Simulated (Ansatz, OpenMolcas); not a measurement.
## A ladder of methods for SiNH5 (SMILES [SiH3]N)

SiNH5 has 7 atoms, charge 0, and is taken as a singlet. SMILES: `[SiH3]N`. The coordinates come from a PBE0-D4/def2-TZVP relaxation.

Quantity: the vertical energy of the triplet above the singlet, in eV. The values are calculated.

| level | kind | program | value (eV) | less CCSD(T)/def2-TZVP | CPU time (all runs) |
| --- | --- | --- | --- | --- | --- |
| SVWN5/def2-TZVP | LDA | Ansatz | 5.56 | -0.61 | 8 s |
| BLYP/def2-TZVP | GGA | Ansatz | 5.57 | -0.60 | 11 s |
| r2SCAN/def2-TZVP | meta-GGA | OpenMolcas | 5.68 | -0.49 | 2.8 min |
| B3LYP/def2-TZVP | global hybrid | OpenMolcas | 5.82 | -0.35 | 2 min |
| HSE06/def2-TZVP | range-separated hybrid | Ansatz | 5.80 | -0.37 | 15 s |
| wB97X/def2-TZVP | range-separated hybrid | Ansatz | 6.42 | +0.25 | 64 s |
| RPA@PBE0/def2-TZVP | RPA | Ansatz | 6.11 | -0.06 | 23 s |
| MP2/def2-TZVP | perturbation theory | Ansatz | 6.47 | +0.30 | 5.8 s |
| CCSD(T)/def2-TZVP | coupled cluster or CI | Ansatz | 6.17 | 0.00 | 49 s |
| CCSD/def2-TZVP | coupled cluster or CI | Ansatz | 6.18 | +0.01 | 39 s |

Differences are taken from CCSD(T)/def2-TZVP for orientation; it has basis-set and higher-order errors of its own. The values span 5.56 to 6.47 eV. A triplet this far above the singlet is often a Rydberg-like or dissociative state; sets without diffuse functions put Rydberg states too high. Times are those of the runs behind each value, whatever else they computed, on shared processors of several kinds: orders of magnitude only.
